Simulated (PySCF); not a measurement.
Bonds broken one at a time in the series Ga F-Cl. Gas-phase values, no solvent. Strings in code marks are SMILES.

Method: PBE0-D4/def2-TZVP (PySCF). All candidates: neutral, multiplicity 2. 

The dipole moment is 1.77 D. The highest occupied spin orbital is -7.08 eV.

Say which member has these values.
A. `[Cl][Ga][Cl]`
B. `[F]`
C. `[F][Ga][F]`
D. `[Cl]`

A, `[Cl][Ga][Cl]`. The others give `[F][Ga][F]`: 2.43 D, -7.74 eV; `[F]`: 0.00 D, -12.46 eV; `[Cl]`: 0.00 D, -9.54 eV
